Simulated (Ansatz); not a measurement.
Molecule: sulfur monoxide, SO (charge 0, triplet). 
Coordinates optimised at B3LYP-D3(BJ)/def2-TZVP (Ansatz, a first-principles code):
```xyz
2

O      0.0000     0.0000    -0.9933
S      0.0000     0.0000     0.4966
```
Charge 0, spin multiplicity 3.

Property: vertical ionisation energy (to the doublet state of charge +1; each state is the SCF solution reached for its spin; the UHF <S^2> is 1.35 for the doublet (pure: 0.75); for the doublet T1 is 0.098), in eV. Valence correlation only, unless marked. Open shells are spin-unrestricted. No spin-orbit coupling. Non-relativistic. CBS marks a two-point X^-3 extrapolation of the correlation energy; Hartree-Fock from the larger set.

CCSD(T)/CBS(aug-cc-pV(T+d)Z,aug-cc-pV(Q+d)Z) (Ansatz) gives 10.52 eV.

Problem. Another calculation gave 10.78 eV. Which level was it?
(A) wB97M-V/def2-TZVPD (Ansatz)
(B) wB97X-V/def2-TZVPD (Ansatz)
(C) CAM-B3LYP/def2-TZVPD (Ansatz)

Solution. C, CAM-B3LYP/def2-TZVPD (Ansatz). The others give 10.52 (wB97M-V), 10.66 (wB97X-V) eV.
